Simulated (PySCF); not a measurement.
## Worked example for thiazole: ionisation energy to the radical cation

Structure: `c1cscn1` (C3H3NS).

Computed at ωB97X-D3(BJ)/ma-def2-TZVP // PBE0-D3(BJ)/ma-def2-SVP with PySCF (density fitting, grid level 2). ωB97X-D3(BJ) is ωB97X-V with D3(BJ) in place of VV10. Zero-point energies come from unscaled PBE0-D3(BJ)/ma-def2-SVP harmonic frequencies.

| state | structure | E / Eh |
| --- | --- | --- |
| parent | parent | -569.208981 |
| radical cation | parent | -568.859132 |
| radical cation | radical cation | -568.866408 |
| parent | radical cation | -569.197829 |

Zero-point energy of the radical cation less that of the parent: -0.052 eV. 1 Eh = 27.2114 eV.

Problem. Work out the vertical and adiabatic ionisation energy.

Solution. Vertical: (-568.859132) − (-569.208981) = 0.349849 Eh = 9.52 eV. Adiabatic: 0.342573 Eh = 9.322 eV, and 9.27 eV with zero-point energy.

Problem. And the inner reorganisation energy of self-exchange?

Solution. The radical cation relaxes by 198.0 meV and the parent by 303.4 meV, so λ = 501 meV.
